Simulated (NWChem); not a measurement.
System: hydrogen peroxide (H$_{2}$O$_{2}$); SMILES OO

NWChem input:

```
start job
memory heap 200 mb stack 900 mb global 1100 mb
geometry units angstroms noautoz
  O      0.045630    -0.726373    -0.125929
  O     -0.045633     0.726366    -0.125912
  H     -0.761842    -0.941606     0.373957
  H      0.761845     0.941612     0.373958
end
basis spherical
  * library 6-31g*
end
dft
  xc xwpbe 1.00 cpbe96 1.0 hfexch 1.00
  cam 0.5 cam_alpha 0.0 cam_beta 1.0
  iterations 150
  vectors input atomic output neutral.movecs
end
task dft energy
charge 1
dft
  odft
  mult 2
  vectors input atomic output cation.movecs
end
task dft energy
```

All runs use the structure optimised with B3LYP/6-31G* (spherical d).

Ions are spin-unrestricted doublets at the neutral geometry; other ion states weren't tried. Functional: LC-ωPBE (HJS hole) with 6-31G*; the question gives the range parameter ω in 1/bohr.

Task: What results follow from this input? (LC-wPBE (HJS exchange hole, range parameter 0.5 per bohr)/6-31G* (spherical d), vertical spin-unrestricted ions.) Quantities: vertical ionisation energy, ΔSCF (eV); −ε(HOMO) (eV).

Result: 
```
Quantity                               Result
-------------------------------------  ------
vertical ionisation energy, ΔSCF (eV)   11.65
−ε(HOMO) (eV)                           11.39
```
